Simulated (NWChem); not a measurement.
# CH3N (methanimine) at 6 levels

Wanted: a comparison of 6 runs (HF/3-21G, HF/def2-SVP, B3LYP/6-31G*, B2PLYP/6-31G, MP2/def2-SVPD, MP2/cc-pVTZ) of CH3N (methanimine). 

The results are computed with NWChem 7.3.0.

## (1) Starting point

The species is CH3N (5 atoms), meant as a singlet with charge 0. As SMILES, `C=N`. The shape is that of a PBE0-D4/def2-TZVP optimisation.

Bond lengths: C1–N2 1.261 Å, C1–H3 1.096 Å, C1–H4 1.092 Å, N2–H5 1.021 Å. Angles: C1–N2–H5 111.0°, N2–C1–H3 124.9°, N2–C1–H4 118.8°, H3–C1–H4 116.3°.

## (2) Energy and forces at HF/3-21G (run 1)

Contents of test.xyz:

```xyz
5

C     -0.037200    -0.386500     0.038000
N      0.623200     0.654300    -0.225900
H     -1.090200    -0.400600     0.342700
H      0.457500    -1.356900    -0.036200
H      0.046700     1.489800    -0.118600
```

Contents of run.py:

```python
from ase.io import read
from ase.calculators.nwchem import NWChem

molecule = read('test.xyz')

calc = NWChem(
    label='test',
    theory='scf',
    memory='2200 mb',
    basis='3-21G',
    basispar='spherical bse',
    scf={'nopen': '0', 'rhf': None, 'thresh': '1e-08', 'maxiter': '80'},
)
molecule.calc = calc

forces = molecule.get_forces()
e = molecule.get_potential_energy()
print(f"E = {e:.6f} eV")
print("forces (eV/A):")
for s, f in zip(molecule.symbols, forces):
    print(f"{s:2s} {f[0]:10.5f} {f[1]:10.5f} {f[2]:10.5f}")
print("dipole (e A):", molecule.get_dipole_moment().round(4))
```

Command:

```console
$ export ASE_NWCHEM_COMMAND="nwchem PREFIX.nwi > PREFIX.nwo"
$ python run.py
```

Log:

```text
E = -2544.096883 eV
forces (eV/A):
C     0.11051   -0.59094    0.00992
N    -0.71050    0.02211    0.20322
H     0.57860   -0.06916   -0.16208
H    -0.37194    0.51216    0.07112
H     0.39333    0.12578   -0.12223
dipole (e A): [-0.4514 -0.0695  0.1351]
```

The calculator wrote test.nwi:

```
title "test"

permanent_dir test

scratch_dir test

start test

geometry units angstrom nocenter noautosym noautoz
  C  -3.7199999999999997e-02 -3.8650000000000001e-01 3.7999999999999999e-02
  N  6.2319999999999998e-01 6.5429999999999999e-01 -2.2589999999999999e-01
  H  -1.0902000000000001e+00 -4.0060000000000001e-01 3.4270000000000000e-01
  H  4.5750000000000002e-01 -1.3569000000000000e+00 -3.6200000000000003e-02
  H  4.6699999999999998e-02 1.4898000000000000e+00 -1.1860000000000000e-01
end

memory 2200 mb

basis spherical bse noprint
   * library 3-21G
end

scf
  nopen 0
  rhf
  thresh 1e-08
  maxiter 80
end

task scf gradient
```

test.nwo, cut to the lines that bear on the results:

```text
[...]
      One-electron energy =   -191.252450381236
[... 1 line left out ...]
 Nuclear repulsion energy =     33.051919579389
[... 26 lines left out ...]
                       ROHF Final Molecular Orbital Analysis
[... 164 lines left out ...]
     1   1 0 0     -0.853007      0.000000      6.714574
[...]
  wavefunction    =   RHF
                         RHF ENERGY GRADIENTS
    atom               coordinates                        gradient
                 x          y          z           x          y          z
   1 C      -0.070298  -0.730379   0.071810   -0.002149   0.011492  -0.000193
   2 N       1.177677   1.236448  -0.426889    0.013817  -0.000430  -0.003952
   3 H      -2.060179  -0.757024   0.647609   -0.011252   0.001345   0.003152
   4 H       0.864550  -2.564169  -0.068408    0.007233  -0.009960  -0.001383
   5 H       0.088250   2.815314  -0.224122   -0.007649  -0.002446   0.002377
[...]
```

Wall time 0.92 s (1 thread of AMD EPYC 9R45 (Zen 5), shared host); peak memory 0.1 GiB.

## (3) Energy and forces at HF/def2-SVP (run 2)

Contents of mol.nw:

```
start mol
memory total 2200 mb
geometry noautosym nocenter noautoz
  C     -0.037200    -0.386500     0.038000
  N      0.623200     0.654300    -0.225900
  H     -1.090200    -0.400600     0.342700
  H      0.457500    -1.356900    -0.036200
  H      0.046700     1.489800    -0.118600
end
basis "ao basis" spherical bse
  * library def2-SVP
end
scf
  thresh 1e-08
  maxiter 80
end
task scf gradient
```

Command:

```console
$ nwchem mol.nw > mol.out
```

Log:

```text
[...]
  functions       =    43
[...]
  wavefunction    = RHF
[...]
         Total SCF energy =    -93.959667924415
      One-electron energy =   -191.937619919034
      Two-electron energy =     64.926032415230
 Nuclear repulsion energy =     33.051919579389
        Time for solution =      0.6s
[...]
                         RHF ENERGY GRADIENTS
    atom               coordinates                        gradient
                 x          y          z           x          y          z
   1 C      -0.070298  -0.730379   0.071810   -0.010637  -0.012699   0.003962
   2 N       1.177677   1.236448  -0.426889    0.017378   0.006859  -0.005493
   3 H      -2.060179  -0.757024   0.647609   -0.003020  -0.000765   0.000926
   4 H       0.864550  -2.564169  -0.068408    0.002046  -0.001375  -0.000493
   5 H       0.088250   2.815314  -0.224122   -0.005766   0.007980   0.001099
[...]
```

Wall time 1.4 s (1 thread of AMD EPYC 9R45 (Zen 5), shared host); peak memory 0.1 GiB.

Runs 3 to 5 aren't shown in full; the table further down has their settings and results.

## (4) Energy and gradient at MP2/cc-pVTZ (run 6)

Contents of struct.nw:

```
start struct
title "CH3N gradient"
memory stack 880 mb heap 220 mb global 1100 mb
charge 0

geometry units angstrom noautosym nocenter noautoz
C    -0.037200   -0.386500    0.038000
N     0.623200    0.654300   -0.225900
H    -1.090200   -0.400600    0.342700
H     0.457500   -1.356900   -0.036200
H     0.046700    1.489800   -0.118600
end

basis spherical bse
* library cc-pVTZ
end

scf
thresh 1e-08
maxiter 80
print low
end

mp2
freeze core 2
tight
end

task mp2 gradient
```

Command:

```console
$ nwchem struct.nw > struct.out
```

Log:

```text
[...]
  functions       =   102
[...]
  wavefunction    = RHF
[...]
         Total SCF energy =    -94.067819112150
      One-electron energy =   -192.114848255997
      Two-electron energy =     64.995109564458
 Nuclear repulsion energy =     33.051919579389
        Time for solution =     10.5s
[...]
          Total MP2 energy           -94.438468022006
[...]
                         mp2 ENERGY GRADIENTS
    atom               coordinates                        gradient
                 x          y          z           x          y          z
   1 C      -0.070298  -0.730379   0.071810    0.012369   0.016809  -0.004755
   2 N       1.177677   1.236448  -0.426889   -0.010979  -0.015728   0.004278
   3 H      -2.060179  -0.757024   0.647609   -0.003261   0.000035   0.000939
   4 H       0.864550  -2.564169  -0.068408    0.001407  -0.003307  -0.000172
   5 H       0.088250   2.815314  -0.224122    0.000464   0.002191  -0.000289
[...]
```

Run time: 27 s. Hardware: 1 thread of AMD EPYC 9R45 (Zen 5), shared host; peak memory 0.26 GiB.

## (5) All runs side by side

| run | level | iteration cap | module | energy (Eh) | dipole moment (D) | largest force (eV/Å) | wall time |
| --- | --- | --- | --- | --- | --- | --- | --- |
| 1 | HF/3-21G | 80 | scf | -93.493837 | 2.29 | 0.739 | 0.92 s |
| 2 | HF/def2-SVP | 80 | scf | -93.959668 | 2.20 | 1.001 | 1.4 s |
| 3 | B3LYP/6-31G* (spherical functions) | 100 | dft | -94.624716 | – | 0.726 | 4.2 s |
| 4 | B2PLYP/6-31G | 100 | dft | -94.452744 | 2.33 | – | 2.2 s |
| 5 | MP2/def2-SVPD | 80 | mp2 | -94.281921 | 2.05 | 1.328 | 4.5 s |
| 6 | MP2/cc-pVTZ | 80 | mp2 | -94.438468 | 1.95 | 1.101 | 27 s |

## (6) What came out

| quantity | value |
| --- | --- |
| run 6: total energy | -94.43847 Eh |
| run 6: dipole moment (of the density that the program reports) | 1.95 D |
| run 6: correlation energy (2 core orbitals frozen) | -370.6 mEh |
| run 6: largest force on an atom | 1.101 eV/Å |

What this shows: Over runs 1, 2, 4, 5, 6 the dipole moment (its size) runs from 1.95 D (MP2/cc-pVTZ) to 2.33 D (B2PLYP/6-31G). The two ends differ in method and basis. A double hybrid's value is that of its SCF part. Totals of different functionals can't be ranked against each other. All runs together took 40 s, the longest 27 s.
